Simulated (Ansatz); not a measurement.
# CHOSi (quartet): from Hartree-Fock to the top rungs, def2-TZVPP

An exercise on one series of results from a longer session: the logs are not shown, and one member is left open.

Computed with Ansatz 0.2.0, Gaussian basis. Level: def2-TZVPP, core rule «outside noble gas», up to 7 orbitals frozen.

The runs, in order: UHF; ROHF; CCSD(T) on UHF.

2 further runs of the same task are left out: 2 set aside as unsound or not needed.

### The system

The geometry is a PBE0/def2-TZVP stationary point (not a proven minimum) of the parent state, kept for this charge and spin.

4 atoms, charge 0, spin multiplicity 4.

Atoms are counted from 1 here; the program's logs count them from 0.

Bond lengths: O1–C2 1.143 Å, C2–Si3 1.838 Å, Si3–H4 1.523 Å. Angles: O1–C2–Si3 173.7°, C2–Si3–H4 83.4°.

Set-up of the first run:

File in.yaml:

```yaml
crystal:
  periodic: [false, false, false]
  atoms:
    - {symbol: O, position_ang: [0.000000, 0.008101, 1.755319]}
    - {symbol: C, position_ang: [0.000000, 0.052092, 0.612788]}
    - {symbol: Si, position_ang: [0.000000, -0.078659, -1.220644]}
    - {symbol: H, position_ang: [0.000000, 1.442456, -1.152508]}
basis:
  gaussian: {orbitals: def2-TZVPP}
magnetization: {spin_polarized: true, initial_magnetization: 3}
hamiltonian: {xc: hf}
output: {orbitals: {seedname: orbitals}}
```

On the command line:

```bash
> ansatz run in.yaml --threads 1 --pin off --events-out ev --progress --plain --max-ram 4096MiB --backend cpu
```

Steps of the session up to this table: UHF; ROHF; CCSD(T) on UHF.

One of the session's tables, all rows but one given; the rest of the session is left out.

```
  method  from UCCSD(T) (meV)
    ROHF             +13111.0
     UHF             +12919.1
    UMP2              +1164.5
   UCCSD                    ?
UCCSD(T)                    0
```

**Question.** Estimate the row for UCCSD.

As computed: from UCCSD(T) (meV): +588.4. In the column «from UCCSD(T) (meV)» it lies between UCCSD(T) (0) and UMP2 (+1164.5).
